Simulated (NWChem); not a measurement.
# What each level costs for Li₂

SMILES: [Li][Li]
```xyz
2

Li     0.0000     0.0000     1.3936
Li     0.0000     0.0000    -1.3936
```
Charge 0, spin multiplicity 1.

Everything below was run with NWChem. All single points use one geometry, from PBE0/def2-SVP, a minimum by its harmonic frequencies.

Basis set: cc-pVQZ (110 functions). Each entry is one whole single-point run; the coupled-cluster runs use the TCE module, and the SCF and DFT modules converge to different thresholds.

The correlated methods freeze no orbitals. B3LYP has NWChem's definition, with VWN1-RPA local correlation. The structure started from a generated list of species.

### Question
Roughly how much processor time does each of these take, relative to RHF: MP2, B2PLYP, PBE, B3LYP, BHandHLYP, CR-CCSD(T)?

### Answer
B3LYP about the same, within a factor of 3; PBE about the same, within a factor of 3; BHandHLYP about the same, within a factor of 3; MP2 about the same, within a factor of 3; B2PLYP about 4; CR-CCSD(T) about 30 (rough ratios from shared machines).
